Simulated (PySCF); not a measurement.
NICS in rings of unrelated molecules.

NICS is the negative of the GIAO shielding at a point without a nucleus: at the ring centre (0) and 1 Å above and below it (1); zz is the component along the ring normal. Level: GIAO PBE0/pcSseg-1 (PySCF, non-relativistic, gas phase) on the PBE0-D3(BJ)/def2-SVP geometries, one conformer each. Atom numbers follow the mapped SMILES.

Task: Order these rings by mean NICS(1)zz, lowest (most negative) first (ppm).
A. ring C1–C2–C3–C4–C5–C6 in `[CH2:1]1[CH2:2][CH2:3][CH2:4][CH2:5][CH2:6]1`
B. ring C3–C4–C5–N6–C7–C8 in `[CH3:1][S:2][c:3]1[cH:4][cH:5][n:6][cH:7][cH:8]1`
C. ring C1–C2–C3–O4–C5 in `[cH:1]1[cH:2][cH:3][o:4][cH:5]1`
D. ring C3–C4–C5–C6–S7 in `[CH3:1][O:2][c:3]1[cH:4][cH:5][cH:6][s:7]1`
E. ring C1–C2–C3–C4–C5–C6 in `[cH:1]1[cH:2][cH:3][cH:4][cH:5][cH:6]1`
F. ring C2–C3–C4–C5–C6–C7 in `[SH:1][c:2]1[cH:3][cH:4][cH:5][cH:6][cH:7]1`

Result: E (-29.6), C (-28.2), F (-26.5), B (-25.4), D (-22.5), A (3.0).

| SMILES | ring | NICS(0) | NICS(1) | NICS(1)zz | HOMA | rms pucker (Å) | ring atoms with four or more neighbours |
| --- | --- | --- | --- | --- | --- | --- | --- |
| c1ccccc1 | 6-membered carbocycle; formal bonds all aromatic | -8.7 | -11.5 | -29.6 | 0.99 | 0.00 | 0 |
| c1ccoc1 | 5-membered ring with O; formal bonds all aromatic | -12.8 | -10.8 | -28.2 | 0.41 | 0.00 | 0 |
| Sc1ccccc1 | 6-membered carbocycle; formal bonds all aromatic | -8.4 | -10.7 | -26.5 | 0.98 | 0.00 | 0 |
| CSc1ccncc1 | 6-membered ring with N; formal bonds all aromatic | -6.7 | -10.4 | -25.4 | 0.98 | 0.00 | 0 |
| COc1cccs1 | 5-membered ring with S; formal bonds all aromatic | -12.5 | -10.1 | -22.5 | 0.77 | 0.00 | 0 |
| C1CCCCC1 | 6-membered carbocycle; formal bonds all single | -2.0 | -2.2 | 3.0 | – | 0.23 | 6 |

NICS(0) gives another order. The isotropic NICS(1) gives the same order. Over the 5 rings with a HOMA value its correlation coefficient with NICS(1)zz is 0.06. HOMA uses Krygowski's 1993 parameters; it is left out where a ring has a four-coordinate atom, a triple bond, no multiple bond or a kind of bond without parameters. NICS(1) and NICS(1)zz are means over the two faces.
